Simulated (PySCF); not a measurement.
Four-centre ligand exchange

Start structure (BSiNH$_{8}$, singlet), relaxed at PBE0-D4/def2-TZVP:

```xyz
11
angstrom
B -1.4674 -0.1622 -0.6146
N -1.8971 1.0669 -1.0867
H -0.8516 -0.8837 -1.3454
H -1.7273 -0.4764 0.5112
H 1.2079 0.5831 0.4704
Si 2.0091 -0.5400 1.0199
H -2.4176 1.7209 -0.5274
H -1.7144 1.3929 -2.0206
H 3.2242 -0.7319 0.1870
H 2.4177 -0.2180 2.4116
H 1.2000 -1.7833 1.0139
```

The step: BNH₄ ([BH2][NH2]) + SiH₄ → BSiH₅ ([BH2][SiH3]) + NH₃ (still joined by a long B–N bond); bonds formed: B1–Si6, N2–H5; bonds broken: H5–Si6; bonds weakened to dative contacts: B1–N2. PySCF 2.14 with density fitting (its default auxiliary sets; JK sets also for MP2 and CCSD(T)); basis: def2-TZVPP and def2-QZVPP; cores frozen in the correlated methods. Extrapolation: Hartree–Fock as exp(−7.88 √X), correlation as X^−2.97. Energies below are by CCSD(T) at an estimated basis limit (MP2 extrapolated from triple and quadruple zeta, plus CCSD(T) − MP2 in triple zeta).

Task: What are the electronic barrier and the energy of the step, from the start structure to the end structure? (To be estimated.)

Result: By the calculation: Barrier 2.088 eV; step energy 0.264 eV (uphill); reverse barrier, their difference, 1.824 eV. Barrier and step energy count from the start structure, the reverse barrier from the end structure.

The saddle point: One imaginary mode of 1417i cm⁻¹.
| pair | start (Å) | saddle (Å) | end (Å) |
| --- | --- | --- | --- |
| B1–Si6 | 3.86 | 2.20 | 2.02 |
| N2–H5 | 3.51 | 1.36 | 1.02 |
| B1–N2 | 1.38 | 1.57 | 1.63 |
| H5–Si6 | 1.48 | 1.85 | 3.14 |

Zero-point energy (harmonic, PBE0-D4): ZPE is 2.175 eV at the start and 2.158 eV at the saddle, so the barrier goes from 2.088 to 2.072 eV.

No T1 diagnostic of these runs exceeds 0.013. The start structure is not quite a true minimum (one mode of 45i cm⁻¹).

Labels in which every atom is bracketed show which atoms are joined, not bond orders.

For scale, one of the runs: CCSD(T)/def2-TZVPP, 216 basis functions, launched by `OMP_NUM_THREADS=4 python run.py`. Hardware: 4 CPU threads of an Arm Neoverse V2, shared host. Wall time 6.6 min; peak host memory 2.8 GiB.
